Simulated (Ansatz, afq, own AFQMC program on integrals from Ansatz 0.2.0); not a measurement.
**Where AFQMC and coupled cluster stand for H₃S⁺, triplet**

```yaml
atoms:
  - { symbol: S, position_ang: [0.0000, -0.0392, -0.0511] }
  - { symbol: H, position_ang: [0.0000, 1.3183, -0.0511] }
  - { symbol: H, position_ang: [0.0000, -0.0350, 3.2469] }
  - { symbol: H, position_ang: [0.0000, -0.0373, -1.5712] }
```

Basis 6-31G. Only valence electrons are correlated. AFQMC by an in-house program on the Cholesky factors that Ansatz 0.2.0 writes for its CCSD(T) run. The CISD trial takes its coefficients from CCSD amplitudes. Released means that phaseless walkers are propagated on without the constraint, phases kept. ± is one standard error of the sampling.

Determinant: ROHF, the one that the program's search chose, which needn't be the lowest solution. The geometry is a point of a scan.

Full CI on the same integrals is exact in this basis and with this determinant's frozen core.

Cautions: lower spins were not checked.

The T1 diagnostic is 0.0142. The weight of the determinant in the CISD state is 0.948 and the size of the correlated space is 8 electrons in 14 orbitals.

```json
{"level": "MP2", "correlation energy (eV)": "-1.3813"}
{"level": "CCSD", "correlation energy (eV)": "-1.8711"}
{"level": "CCSD(T)", "correlation energy (eV)": "-1.8834"}
```

(1) Estimate where AFQMC with the constraint released lies against CCSD(T) on the same integrals.

(1) 0.4 ± 0.03 kJ/mol below CCSD(T).

Reference: full CI, correlation energy -1.887 eV. The released energy is read at 2.40 1/Eh (meV from the phaseless value at times in 1/Eh: 0.1 ± 0.6 at 0.24, -0.8 ± 0.6 at 0.51, -0.6 ± 0.4 at 0.99, -0.7 ± 0.3 at 1.62, -0.9 ± 0.3 at 2.40).

| level | E − E(reference) (kJ/mol) | share of correlation (%) |
| --- | --- | --- |
| CCSD(T) | 0.4 | 99.78 |
| CCSDT | 0.1 | 99.94 |
| CCSDT(Q) | 0.0 | 99.99 |
| CCSDTQ | 0.0 | 100.00 |
| ph-AFQMC/HF | 0.6 ± 1.6 | 99.67 |
| ph-AFQMC/CISD | 0.1 ± 0.06 | 99.94 |
| released AFQMC | 0.0 ± 0.03 | 99.98 |

CCSDT and higher add their correlation energy to the determinant of the CCSD(T) run, since their own runs factorise the integrals more tightly (a shift of under 2 meV). A walk keeps the symmetry of its determinant, which the program's search chose and which needn't be the lowest solution, so a lower state of the same spin and another symmetry isn't excluded. Released energies are given only where the last usable release times agree within the noise; a slower fall can still hide under it.
